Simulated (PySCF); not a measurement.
LiS from Hartree–Fock to correlated methods

State: ²Π (doublet), unpaired electrons π ↑. Set-up: PySCF, no relativity, basis sets Li 6-311G(d,p), S 6-311G(d,p). De refers to Li + S in their high-spin ground configurations, without counterpoise correction. The functionals are run spin-unrestricted. A positive dipole means Li(−)S(+).

```
      Level  Re (Å)  ωe (cm⁻¹)  De (eV)  μ (D)
        UHF   2.171        576     2.03  -7.72
    UHF-MP2   2.153        588     2.80    n/a
UHF-SCS-MP2   2.155        586     2.78    n/a
   UHF-CCSD   2.151        588     2.77    n/a
UHF-CCSD(T)   2.153        586     2.82    n/a
        PBE   2.164        561     3.19  -7.04
       BP86   2.173        554     3.24  -7.15
     r²SCAN   2.167        567     3.24  -7.34
       PBE0   2.153        575     3.12  -7.25
      HSE06   2.155        573     3.13  -7.25
  BHandHLYP   2.145        584     3.08  -7.34
     M06-2X   2.152        579     3.31  -7.31
```

Which functional lies closest to UHF-CCSD(T) in De, which farthest, and by how much do they differ from it?

Closest is BHandHLYP (-0.8 pm in Re, -0.3 % in ωe, +0.26 eV in De against UHF-CCSD(T) in the same basis), farthest M06-2X (-0.1 pm in Re, -1.2 % in ωe, +0.49 eV in De). CCSD(T) converges more slowly with the basis than the functionals do and binds too weakly in this one, so the order can change at the basis-set limit.

What does a quarter of exact exchange do here, going from PBE to PBE0?

PBE0 less PBE: -1.1 pm in Re, +2.5 % in ωe, -0.07 eV in De. Exact exchange removes part of the self-interaction that spreads semilocal densities, and in most molecules shortens and stiffens the bond and lowers De; so it does here.

What does the step from GGA to meta-GGA do here, going from PBE to r²SCAN?

r²SCAN less PBE: +0.3 pm in Re, +1.1 % in ωe, +0.05 eV in De. 

Correlated steps freeze 5 core orbitals. The state was picked by a PBE0 search and need not be the measured ground state.
